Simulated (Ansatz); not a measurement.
Relaxation of C$_{2}$H$_{7}$OPS (12 atoms, charge 0, multiplicity 1), to a largest force component of 0.015 eV/Å in at most 40 steps.

Level of theory: RKS PBE0/def2-SVP in Ansatz 0.2.0.

```xyz
12
Properties=species:S:1:pos:R:3
C -1.675 0.447 -0.244
C -0.303 -0.043 -0.274
O -0.332 -1.366 0.216
S 0.845 1.018 0.747
P 2.729 0.225 0.548
H -1.783 1.527 -0.653
H -2.121 0.478 0.759
H -2.330 -0.132 -0.874
H 0.081 -0.044 -1.259
H -0.269 -1.264 1.221
H 2.397 -1.144 0.676
H 2.837 0.243 -0.830
```

Task: Where does it end, and by what steps?

Result: The run converged. The force dipped under the threshold on the way, but the program's further checks kept it going. After 10 steps the energy has fallen by 0.414 eV; H10 moved furthest, 0.28 Å.

```json
{"step": "0", "energy less start (eV)": "0.0000", "largest force component (eV/Å)": "3.721", "accepted": "yes"}
{"step": "1", "energy less start (eV)": "-0.3051", "largest force component (eV/Å)": "1.041", "accepted": "yes"}
{"step": "2", "energy less start (eV)": "-0.3875", "largest force component (eV/Å)": "0.638", "accepted": "yes"}
{"step": "3", "energy less start (eV)": "-0.3430", "largest force component (eV/Å)": "0.912", "accepted": "no"}
{"step": "4", "energy less start (eV)": "-0.4090", "largest force component (eV/Å)": "0.172", "accepted": "yes"}
{"step": "5", "energy less start (eV)": "-0.4128", "largest force component (eV/Å)": "0.077", "accepted": "yes"}
{"step": "6", "energy less start (eV)": "-0.4138", "largest force component (eV/Å)": "0.025", "accepted": "yes"}
{"step": "7", "energy less start (eV)": "-0.4139", "largest force component (eV/Å)": "0.010", "accepted": "yes"}
{"step": "8", "energy less start (eV)": "-0.4141", "largest force component (eV/Å)": "0.019", "accepted": "yes"}
{"step": "9", "energy less start (eV)": "-0.4141", "largest force component (eV/Å)": "0.026", "accepted": "yes"}
{"step": "10", "energy less start (eV)": "-0.4142", "largest force component (eV/Å)": "0.012", "accepted": "yes"}
```

```xyz
12
Properties=species:S:1:pos:R:3
C -1.681 0.487 -0.223
C -0.266 -0.058 -0.248
O -0.180 -1.368 0.199
S 0.791 1.106 0.736
P 2.733 0.273 0.556
H -1.730 1.495 -0.659
H -2.059 0.544 0.811
H -2.338 -0.182 -0.798
H 0.133 -0.059 -1.275
H -0.497 -1.390 1.111
H 2.360 -1.099 0.696
H 2.812 0.194 -0.872
```

Run time: 40 s on 2 threads of Arm Neoverse V1, with other jobs on the host, peak memory 0.26 GiB.
